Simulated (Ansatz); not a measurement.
The same path of CH5BO + H2 (10 atoms, charge 0, multiplicity 1) was run twice with different band settings. Lost on the way: B1–C2, H9–H10. Made: B1–H9, C2–H10.

All numbers below come from RKS PBE0-D4/cc-pVDZ (Ansatz).

Relaxed end points:

```xyz
10
Properties=species:S:1:pos:R:3
B 0.219 0.103 0.682
C -0.028 1.148 1.824
H -0.931 0.968 2.432
H 0.843 1.170 2.502
H -0.095 2.164 1.399
H 1.164 0.189 -0.071
O -0.588 -0.966 0.452
H -1.330 -1.002 1.070
H -0.701 -3.236 -0.563
H -0.825 -3.957 -0.781
```

```xyz
10
Properties=species:S:1:pos:R:3
B -0.217 -1.245 -0.958
C -0.031 0.271 2.526
H -1.112 0.068 2.562
H 0.290 0.654 3.504
H 0.190 1.020 1.754
H 0.341 -1.383 -2.021
O -0.767 -0.033 -0.727
H -1.185 0.022 0.142
H -0.288 -2.133 -0.135
H 0.508 -0.658 2.299
```

Common settings: movable images 9; climbing image yes; spring 5.0 eV/Å²; optimiser quadratic models (default); force threshold 0.05 eV/Å; iteration limit 60; end points relaxed.

| run | start path |
| --- | --- |
| 1 | through a guess of the saddle point |
| 2 | straight line |

Q: What does each run give, and how far can it be trusted?

A: Run 1: converged after 23 iterations, highest image 1.601 eV above the first end. Neighbouring images differ by up to 1.6 eV, so the band resolves the path poorly. A vibrational analysis at the climbing image gives one clearly imaginary mode, 1193i cm⁻¹: a first-order saddle point.
Run 2: converged after 29 iterations, highest image 1.601 eV above the first end. Neighbouring images differ by up to 1.6 eV, so the band resolves the path poorly. Another band between the same ends (9 images) ends at a top of the same energy, where a vibrational analysis finds 1 clearly imaginary mode.
The orbitals stay closed-shell, which can raise the energy where a bond breaks towards radicals; this wasn't checked here.
